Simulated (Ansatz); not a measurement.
A run of Ansatz (development build ahead of 0.2.0) on triplet SO at this shape:

```yaml
atoms:
  - { symbol: S, position_ang: [0.0000, 0.0000, -0.4606] }
  - { symbol: O, position_ang: [0.0000, 0.0000, 0.9212] }
```

Its results:

- Converged: yes
- Total energy: -472.40078 hartree
- Spin squared of the determinant: 2.044

Task: Which input gives this output? Name the method, the orbitals and the basis set, and write the input.

Result: UHF in def2-TZVP.

```yaml
crystal:
  periodic: [false, false, false]
  atoms:
    - { symbol: S, position_ang: [0.0, 0.0, -0.46058] }
    - { symbol: O, position_ang: [0.0, 0.0, 0.92116] }
basis:
  gaussian: { orbitals: def2-TZVP }
magnetization:
  spin_polarized: true
  initial_magnetization: 2
hamiltonian:
  xc: hf
```
